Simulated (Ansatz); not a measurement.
Input file:

```yaml
crystal:
  periodic: [false, false, false]
  atoms:
    - {symbol: B, position_ang: [0.000000, -0.194210, 1.266050]}
    - {symbol: S, position_ang: [0.000000, 0.040248, -0.487697]}
    - {symbol: H, position_ang: [0.000000, 0.802670, 1.935360]}
basis:
  gaussian: {orbitals: cc-pVDZ}
magnetization: {spin_polarized: false}
correlation: {method: bccd_t, electrons: outside_noble_gas}
```

```sh
$ ansatz run in.yaml --threads 1 --pin off --events-out ev --progress --plain --max-ram 2816MiB --backend cpu
```

**Question.** Roughly how long does this take on 1 thread of AMD EPYC 7R13, shared host, and how much host memory?

**Answer.** 0.71 s wall and 0.09 GiB.

```
368 factors; integrals over basis functions are off by at most 1.1e-3 eV
mean field evaluation 1: about -11501.8597 eV, gradient 1.9e1 eV
mean field evaluation 2: about -11501.8621 eV, gradient 1.9e1 eV
mean field evaluation 4: about -11503.4087 eV, gradient 1.9e0 eV
mean field evaluation 8: about -11503.4379 eV, gradient 3.1e-3 eV
mean field evaluation 16: about -11503.4060 eV, gradient 1.9e0 eV
mean field -11503.43786424 eV, -422.7435442007 hartree, gradient 1.6e-6 eV, S^2 0.000000; 0 other end points of the search recorded, 0 dependent functions left out; unrestricted orbitals would lower it
6 core orbitals not correlated: weight in the atoms' cores, before any rotation towards them, 1.000 or more for the frozen orbitals, at most 0.000 for the correlated occupied ones
reference -11503.43786424 eV, -422.7435442007 hartree; 5, 5 occupied and 26, 26 virtual orbitals, 368 factors
second order -6.07532803 eV of doubles, -0.00000000 eV of singles
cycle   1  -6.19334631 eV  change   -1.2e-1 eV  update   1.3e-1
cycle   2  -6.47943723 eV  change   -2.9e-1 eV  update   6.6e-2
cycle   3  -6.59684112 eV  change   -1.2e-1 eV  update   3.5e-2
cycle   4  -6.59292763 eV  change    3.9e-3 eV  update   1.3e-2
cycle   5  -6.58830738 eV  change    4.6e-3 eV  update   5.2e-3
cycle   6  -6.58929346 eV  change   -9.9e-4 eV  update   2.2e-3
cycle   7  -6.58857482 eV  change    7.2e-4 eV  update   9.9e-4
cycle   8  -6.58886119 eV  change   -2.9e-4 eV  update   4.6e-4
cycle   9  -6.58898640 eV  change   -1.3e-4 eV  update   1.8e-4
cycle  10  -6.58895893 eV  change    2.7e-5 eV  update   8.1e-5
cycle  11  -6.58899595 eV  change   -3.7e-5 eV  update   4.1e-5
cycle  12  -6.58902917 eV  change   -3.3e-5 eV  update   1.8e-5
cycle  13  -6.58902250 eV  change    6.7e-6 eV  update   6.6e-6
perturbative correction -0.43983120 eV, -0.0161634985 hartree
Total energy: -11510.46671795 eV, -423.0018498100 hartree
```

For the same geometry and basis RCCSDTQ lies 63.3 meV lower.
